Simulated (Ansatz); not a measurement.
# MgO+ (doublet): geometry and frequencies at several levels

The task here is to estimate one member of a computed series from the others.

Method: the levels named in each step, in Ansatz 0.2.0.

**The system as given**

Bond lengths: O1–Mg2 1.820 Å.

As a file:

```xyz
2

O     0.0000    0.0000   -0.0331
Mg    0.0000    0.0000    1.7873
```

The first run:

input.yaml reads:

```yaml
crystal:
  periodic: [false, false, false]
  atoms:
    - { symbol: O, position_ang: [0.0, 0.0, -0.03310171] }
    - { symbol: Mg, position_ang: [0.0, 0.0, 1.78731171] }
magnetization:
  spin_polarized: true
  initial_magnetization: 1
total_charge: 1
basis:
  gaussian: { orbitals: def2-TZVPP }
hamiltonian:
  xc: pbe0
  dispersion: d4
phonons: {}
```

The run is started by

```bash
ansatz run input.yaml --threads 1 --pin off --max-ram 2560MiB --backend cpu --events-out ev --progress --plain --runs-dir out
```

Steps of the session up to this table: Frequencies, PBE0-D4/def2-TZVPP; Relaxation, PBE-D4/def2-TZVPP; Frequencies, PBE-D4/def2-TZVPP; Relaxation, r2SCAN-D4/def2-TZVPP; Frequencies, r2SCAN-D4/def2-TZVPP; Relaxation, B3LYP-D4/def2-TZVPP; Frequencies, B3LYP-D4/def2-TZVPP; Relaxation, B2PLYP/def2-TZVPP; Frequencies, B2PLYP/def2-TZVPP.

One table of the session follows, with a row left open; its other results are not shown here.

It belongs to the step «Geometries side by side». 

```
               level  O1–Mg2 (Å)  rotational constants (MHz)  highest frequency (cm⁻¹)
   PBE-D4/def2-TZVPP      1.8456                       15462                       681
r2SCAN-D4/def2-TZVPP      1.8249                       15814                       717
 B3LYP-D4/def2-TZVPP      1.8281                       15759                       709
   B2PLYP/def2-TZVPP           ?                           ?                         ?
```

**Question.** Estimate the row for B2PLYP/def2-TZVPP.

**Answer.** O1–Mg2 (Å): 1.8253; rotational constants (MHz): 15808; highest frequency (cm⁻¹): 719. In the column «O1–Mg2 (Å)» it lies between r2SCAN-D4/def2-TZVPP (1.8249) and B3LYP-D4/def2-TZVPP (1.8281).
